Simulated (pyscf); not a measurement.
Structures and frequencies: ωB97X-D3(BJ)/def2-SVP in PySCF.

### Question
H₃Si–AsH₂ + silane (SiH₄) → H₃Si–AsH–SiH₃ + hydrogen (H₂)
Surface: singlet. Broken: As–H, H–Si. Formed: As–Si, H–H. Give ΔE‡ and ΔE from ωB97M-D3(BJ)/def2-TZVP, relative to the separated reactants.

### Answer
ΔE‡ = 61.5 kcal/mol, ΔE = -2.5 kcal/mol. Zero-point energy shifts the barrier by -0.2 kcal/mol. It is a four-centre exchange, with an imaginary mode of 1451i cm⁻¹. At the saddle there is also a short H–Si contact that neither side keeps. This is the saddle that the search found; another between the same sides may lie lower. Elements up to Kr have no core potential and no relativistic terms here.
